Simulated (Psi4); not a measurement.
# One shape, several levels: BPH3Cl (SMILES PBCl)

Aim: a comparison of 4 runs (PBE/6-31+G*, UPBE0-2/6-31G**, wB97X/aug-cc-pVDZ) of BPH3Cl. 

Program for the calculation: Psi4 1.11.

2 further runs of the same task are left out: 1 that didn't finish, 1 set aside as unsound or not needed.

**1. Starting point**

BPH3Cl: 6 atoms, total charge 0, spin state singlet. As SMILES, `PBCl`. Geometry: relaxed at GFN2-xTB. This is one conformer, not always the lowest.

Bond lengths: P1–B2 1.884 Å, B2–Cl3 1.695 Å, P1–H4 1.380 Å, P1–H5 1.379 Å, B2–H6 1.173 Å. Angles: P1–B2–Cl3 120.0°, P1–B2–H6 120.9°, Cl3–B2–H6 118.6°, B2–P1–H4 100.2°, B2–P1–H5 98.8°, H4–P1–H5 96.0°.

**2. Energy and forces at PBE/6-31+G(d) (spherical functions) (run 1)**

Input file job.inp:

```
memory 1600 mb

molecule system {
  0 1
  P     -0.377850     0.516840    -0.948490
  B      0.665420    -0.279920     0.403140
  Cl     0.669800    -1.964800     0.589550
  H     -1.530850    -0.233270    -0.840970
  H     -0.846400     1.603250    -0.239160
  H      1.419880     0.357890     1.035930
  symmetry c1
  no_reorient
  no_com
}

set globals {
  basis                6-31+G*
  reference            rks
  puream               true
  e_convergence        1e-09
  d_convergence        1e-08
  scf_type             pk
  dft_radial_points    99
  dft_spherical_points 590
}

e, wfn = gradient("pbe", return_wfn=True)
oeprop(wfn, "LOWDIN_CHARGES", "DIPOLE", "MAYER_INDICES")
```

Command:

```sh
$ psi4 -i job.inp -o job.out -n 1
```

job.out:

```text
[...]
  Running in c1 symmetry.
[...]
  Nuclear repulsion =  119.275925612600176
[...]
  Multiplicity = 1
[...]
  Nalpha       = 20
  Nbeta        = 20
[...]
    Number of basis functions: 68
[...]
   @RKS iter   1:  -827.57350533462875   -8.49414e-03   8.07111e-03 DIIS/ADIIS
[...]
   @RKS iter  12:  -827.78861950031751   -4.54747e-13   4.03551e-09 DIIS
[...]
    Orbital Energies [Eh]
    ---------------------
    Doubly Occupied:
       1A   -100.678725     2A    -76.296682     3A     -9.193656
       4A     -7.015474     5A     -7.010904     6A     -7.007444
       7A     -6.558873     8A     -6.306123     9A     -4.523730
      10A     -4.522149    11A     -4.518815    12A     -0.788507
      13A     -0.605604    14A     -0.459212    15A     -0.392309
      16A     -0.354517    17A     -0.344880    18A     -0.330244
      19A     -0.276454    20A     -0.236821
[...]
  @RKS Final Energy:  -827.78861950031751
   => Energetics <=
    Nuclear Repulsion Energy =            119.2759256126001759
    One-Electron Energy =               -1379.4067262659596054
    Two-Electron Energy =                 488.6461366690901400
    DFT Exchange-Correlation Energy =     -56.3039555160480489
    Empirical Dispersion Energy =           0.0000000000000000
    VV10 Nonlocal Energy =                  0.0000000000000000
    Total Energy =                       -827.7886195003175089
[...]
  -Total Gradient:
     Atom            X                  Y                   Z
    ------   -----------------  -----------------  -----------------
       1       -0.018369737844    -0.000450700366     0.014997968497
       2        0.006658449073    -0.019971226977     0.008537989222
       3       -0.002155710270     0.034887431893    -0.005790197368
       4        0.017759316273     0.013677445180     0.000374334880
       5        0.005578531141    -0.019836912175    -0.010115663611
       6       -0.009467074261    -0.008315895850    -0.008003995072
[...]
 Multipole Moments:
 ------------------------------------------------------------------------------------
     Multipole            Electronic (a.u.)      Nuclear  (a.u.)        Total (a.u.)
 ------------------------------------------------------------------------------------
 L = 1.  Multiply by 2.5417464519 to convert [e a0] to [Debye]
 Dipole X            :        -15.5612141           15.2852009           -0.2760131
 Dipole Y            :         48.0605925          -47.8492450            0.2113475
 Dipole Z            :          4.3820604           -4.2207033            0.1613571
 Magnitude           :                                                    0.3832586
[...]
```

Run time: 24 s. Hardware: 1 thread of AMD EPYC 7R43 (Zen 3), shared host; peak memory 0.84 GiB.

**3. A single-point energy at UPBE0-2/6-31G(d,p) (ZORA, density fitting, density fitting for correlation, Cartesian functions) (run 2)**

Input file calc.in:

```
memory 1.6 GB

molecule system {
  0 1
  P
  B 1 R2
  Cl 2 R3 1 A3
  H 1 R4 2 A4 3 D4
  H 1 R5 4 A5 2 D5
  H 2 R6 3 A6 1 D6

  R2 = 1.884182
  R3 = 1.695166
  A3 = 120.04083
  R4 = 1.379723
  A4 = 100.18986
  D4 = 41.78117
  R5 = 1.379484
  A5 = 95.98402
  D5 = -100.04143
  R6 = 1.173216
  A6 = 118.64432
  D6 = -172.41579
}

set {
  reference    uks
  freeze_core  true
  relativistic zora
}

energy("pbe0-2/6-31G**")
```

Command:

```sh
$ psi4 -n 1 calc.in calc.out
```

calc.out:

```text
[...]
  Running in c1 symmetry.
[...]
  Nuclear repulsion =  119.275931163261760
[...]
  Multiplicity = 1
[...]
  Nalpha       = 20
  Nbeta        = 20
[...]
    Number of basis functions: 68
[...]
   @DF-UKS iter   1:  -830.65433287630344   -3.27604e-01   2.59778e-03 DIIS/ADIIS
[...]
   @DF-UKS iter   8:  -830.68418626999312   -2.76348e-08   4.31297e-07 DIIS
[...]
   @S^2 Observed:               -2.486899575E-14
[...]
    Orbital Energies [Eh]
    ---------------------
    Alpha Occupied:
       1A   -104.788477     2A    -79.660672     3A    -10.375500
       4A     -7.854801     5A     -7.852066     6A     -7.850840
       7A     -7.449175     8A     -7.293426     9A     -5.218502
      10A     -5.217665    11A     -5.216057    12A     -1.078367
      13A     -0.834019    14A     -0.649225    15A     -0.554951
      16A     -0.504062    17A     -0.493159    18A     -0.473533
      19A     -0.414082    20A     -0.352046
    Alpha Virtual:
      21A      0.035541    22A      0.127144    23A      0.149157
      24A      0.227381    25A      0.237640    26A      0.269380
[...]
  @DF-UKS Final Energy:  -830.68418626999312
   => Energetics <=
    Nuclear Repulsion Energy =            119.2759311632617596
    One-Electron Energy =               -1383.1332893596670601
    Two-Electron Energy =                 445.2382387263392616
    DFT Exchange-Correlation Energy =     -12.0650667999271217
    Empirical Dispersion Energy =           0.0000000000000000
    VV10 Nonlocal Energy =                  0.0000000000000000
    Total Energy =                       -830.6841862699932335
[...]
 Multipole Moments:
 ------------------------------------------------------------------------------------
     Multipole            Electronic (a.u.)      Nuclear  (a.u.)        Total (a.u.)
 ------------------------------------------------------------------------------------
 L = 1.  Multiply by 2.5417464519 to convert [e a0] to [Debye]
 Dipole X            :          1.2084465           -1.5498927           -0.3414462
 Dipole Y            :         -2.0406380            2.3164424            0.2758044
 Dipole Z            :          2.3439794           -2.4279730           -0.0839935
 Magnitude           :                                                    0.4468876
[...]
```

It took 29 s on 1 thread of AMD EPYC 7R43 (Zen 3), shared host; peak memory 0.61 GiB.

Run 3 isn't shown in full; the table further down has it.

**4. Energy and gradient at wB97X/aug-cc-pVDZ (run 4)**

Input file run_ase.py:

```python
import numpy as np
from ase.calculators.psi4 import Psi4
from ase import Atoms

mol = Atoms(['P', 'B', 'Cl', 'H', 'H', 'H'], positions=[
    [-0.377850, 0.516840, -0.948490],
    [0.665420, -0.279920, 0.403140],
    [0.669800, -1.964800, 0.589550],
    [-1.530850, -0.233270, -0.840970],
    [-0.846400, 1.603250, -0.239160],
    [1.419880, 0.357890, 1.035930],
])
calc = Psi4(atoms=mol, method='wb97x', basis='aug-cc-pVDZ', memory='1600MB', num_threads=1, charge=0, multiplicity=1, label='calc')
calc.psi4.set_options({'puream': True, 'e_convergence': 1e-09, 'd_convergence': 1e-08, 'scf_type': 'pk', 'dft_radial_points': 99, 'dft_spherical_points': 590})
mol.calc = calc

forces = mol.get_forces()
print(f'energy: {mol.get_potential_energy():.6f} eV')
print('forces / eV A^-1')
print(np.round(forces, 5))
```

Command:

```sh
$ python run_ase.py
```

calc.dat:

```text
[...]
  Running in c1 symmetry.
[...]
  Nuclear repulsion =  119.275925612600176
[...]
  Multiplicity = 1
[...]
  Nalpha       = 20
  Nbeta        = 20
[...]
    Number of basis functions: 104
[...]
   @RKS iter   1:  -828.17489281012001   -3.23655e-01   2.36676e-03 ADIIS/DIIS
[...]
   @RKS iter  12:  -828.22308570609562   -9.54969e-12   4.44692e-09 DIIS
[...]
    Orbital Energies [Eh]
    ---------------------
    Doubly Occupied:
       1A   -101.527346     2A    -77.071698     3A     -9.566513
       4A     -7.325206     5A     -7.320638     6A     -7.317804
       7A     -6.912161     8A     -6.652373     9A     -4.812726
      10A     -4.811241    11A     -4.807876    12A     -0.991403
      13A     -0.791554    14A     -0.625378    15A     -0.543827
      16A     -0.498616    17A     -0.484250    18A     -0.473402
      19A     -0.412226    20A     -0.363411
[...]
  @RKS Final Energy:  -828.22308570609562
   => Energetics <=
    Nuclear Repulsion Energy =            119.2759256126001759
    One-Electron Energy =               -1379.4275619822701628
    Two-Electron Energy =                 474.5774234645657543
    DFT Exchange-Correlation Energy =     -42.6488728009912705
    Empirical Dispersion Energy =           0.0000000000000000
    VV10 Nonlocal Energy =                  0.0000000000000000
    Total Energy =                       -828.2230857060956168
[...]
 Multipole Moments:
 ------------------------------------------------------------------------------------
     Multipole            Electronic (a.u.)      Nuclear  (a.u.)        Total (a.u.)
 ------------------------------------------------------------------------------------
 L = 1.  Multiply by 2.5417464519 to convert [e a0] to [Debye]
 Dipole X            :          1.5964637           -1.8028501           -0.2063864
 Dipole Y            :         -2.9850622            3.2255943            0.2405321
 Dipole Z            :          0.2782216           -0.0916376            0.1865840
 Magnitude           :                                                    0.3677834
[...]
  -Total Gradient:
     Atom            X                  Y                   Z
    ------   -----------------  -----------------  -----------------
       1       -0.016172982177    -0.000078576932     0.014759374811
       2        0.004722238159    -0.022089634879     0.008786393339
       3       -0.001071613733     0.034828211269    -0.005438989719
       4        0.016056719179     0.013158564195    -0.000172169954
       5        0.004748427284    -0.018303951710    -0.009857275425
       6       -0.008159089638    -0.007515127643    -0.008153077520
[...]
```

Standard output:

```text
energy: -22537.098099 eV
forces / eV A^-1
[[ 0.83165  0.00404 -0.75896]
 [-0.24283  1.13589 -0.45181]
 [ 0.0551  -1.79094  0.27968]
 [-0.82567 -0.67664  0.00885]
 [-0.24417  0.94123  0.50688]
 [ 0.41956  0.38644  0.41925]]
```

Run time: 1.8 min. Hardware: 1 thread of AMD EPYC 7R43 (Zen 3), shared host; peak memory 0.94 GiB.

**5. Overview of the runs**

```
run                                                                                          level      task  integrals  energy (Eh)  HOMO energy (eV)  LUMO energy (eV)  HOMO–LUMO gap (eV)  wall time
  1                                                              PBE/6-31+G* (spherical functions)  gradient         pk  -827.788620             -6.44             -2.56                3.89       24 s
  2  UPBE0-2/6-31G** (ZORA, density fitting, density fitting for correlation, Cartesian functions)    energy         df  -830.864223             -9.58              0.97               10.55       29 s
  3        UPBE0-2/6-31G** (density fitting, density fitting for correlation, Cartesian functions)    energy         df  -827.503837             -9.59              0.96               10.54       13 s
  4                                                                              wB97X/aug-cc-pVDZ  gradient         pk  -828.223086             -9.89              0.47               10.36    1.8 min
```

**6. Outcome**

| quantity | value |
| --- | --- |
| run 4: total energy | -828.22309 Eh |
| run 4: dipole moment | 0.93 D |
| run 4: HOMO energy | -9.89 eV |
| run 4: LUMO energy | 0.47 eV |
| run 4: HOMO–LUMO gap | 10.36 eV |
| run 4: largest force on an atom | 1.813 eV/Å |

What this shows: The HOMO–LUMO gap runs from 3.89 eV (PBE/6-31+G*) to 10.55 eV (UPBE0-2/6-31G**). The two ends differ in method and basis and Hamiltonian. Totals of different functionals can't be ranked against each other. Some runs of one species differ in core potentials or relativity; totals across that change don't compare. All runs together took 2.9 min, the longest 1.8 min.
